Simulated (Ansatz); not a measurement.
**C2H5Mg radical: one species, many methods**

How much do the methods differ for C2H5Mg radical? The plan is to run it at one geometry with functionals of several rungs and with coupled cluster, and see how far each lands from CCSD(T) at the basis-set limit for the atomisation energy.

The runs use Ansatz 0.2.0, Gaussian basis; functionals in def2-TZVPP, the program's frozen cores in correlated methods.

Plan: PBE-D4, r2SCAN-D4, PBE0-D4, B3LYP-D4, ωB97X-V, ωB97M-V, B2PLYP; CCSD(T)/def2-TZVPP; CCSD(T)/def2-QZVPP; extrapolation to the limit.

### 1 The geometry

The geometry comes from an earlier relaxation with PBE0-D4 in a triple-zeta def2 set; it is a stationary point, not always the lowest conformer.

SMILES `[CH2][Mg][CH3]`, 8 atoms, charge 0, spin multiplicity 2.

Atoms are counted from 1 here; the program's logs count them from 0.

Bond lengths: C1–Mg2 2.054 Å, C1–H4 1.093 Å, C1–H5 1.093 Å, Mg2–C3 2.083 Å, C3–H6 1.095 Å, C3–H7 1.095 Å, C3–H8 1.095 Å. Angles: Mg2–C1–H4 125.6°, Mg2–C1–H5 125.5°, H4–C1–H5 108.9°, C1–Mg2–C3 179.9°, Mg2–C3–H6 111.9°, Mg2–C3–H7 111.9°, Mg2–C3–H8 111.9°, H6–C3–H7 107.0°, H6–C3–H8 106.9°, H7–C3–H8 106.9°.

### 2 PBE-D4 (GGA)

in.yaml reads:

```yaml
crystal:
  periodic: [false, false, false]
  atoms:
    - {symbol: C, position_ang: [-1.384982, 0.435867, -1.808767]}
    - {symbol: Mg, position_ang: [-0.159312, 0.049463, -0.206279]}
    - {symbol: C, position_ang: [1.085249, -0.341379, 1.417572]}
    - {symbol: H, position_ang: [-2.135018, -0.247737, -2.215144]}
    - {symbol: H, position_ang: [-1.393089, 1.358999, -2.394280]}
    - {symbol: H, position_ang: [2.143788, -0.267862, 1.147284]}
    - {symbol: H, position_ang: [0.915726, 0.360579, 2.240639]}
    - {symbol: H, position_ang: [0.927649, -1.347931, 1.818976]}
basis:
  gaussian: {orbitals: def2-TZVPP}
magnetization: {spin_polarized: true, initial_magnetization: 1}
hamiltonian: {xc: pbe, dispersion: d4}
output: {forces: true, orbitals: {seedname: orbitals}}
```

The run is started by

```bash
ansatz run in.yaml --threads 2 --pin off --events-out ev --progress --plain --max-ram 32768MiB --backend cpu
```

Further steps of the session: r2SCAN-D4 (meta-GGA); PBE0-D4 (hybrid); B3LYP-D4 (hybrid); ωB97X-V (range-separated); ωB97M-V (range-separated); B2PLYP (double hybrid); CCSD(T) in def2-TZVPP; CCSD(T) in def2-QZVPP.

**Question.** What will the summary of the whole plan be? Wanted: atomisation energy, CCSD(T)/CBS; farthest; mean size of error, hybrid; mean size of error, range-separated; gap, smallest and largest; T1 diagnostic; triples share of the correlation energy.

The runs gave:

| quantity | value |
| --- | --- |
| atomisation energy, CCSD(T)/CBS | 606.3 kcal/mol |
| functionals within 3.0 kcal/mol (0.5 %) | PBE0-D4, B3LYP-D4, ωB97X-V |
| farthest | B2PLYP (-8.4 kcal/mol) |
| mean size of error, hybrid | 1.3 kcal/mol |
| mean size of error, range-separated | 3.5 kcal/mol |
| gap, smallest and largest | 2.05 eV (PBE-D4), 8.59 eV (ωB97X-V) |
| T1 diagnostic | 0.0086 |
| triples share of the correlation energy | 2.7 % |

PBE-D4 misses by +5.0 kcal/mol. Double hybrids carry the basis error of their MP2 part in triple zeta, and no dispersion term here, so their miss is partly the set-up's. The reference freezes the cores and leaves out relativity and excitations past (T), so misses under about 3.0 kcal/mol can't be ranked. Hartree-Fock recovers 75 % of the binding; the rest is correlation. The gap grows from 2.0 to 8.6 eV across the functionals, mostly with the share of exact exchange. Correlated methods include outer-core shells of Mg, which these sets cover unevenly.
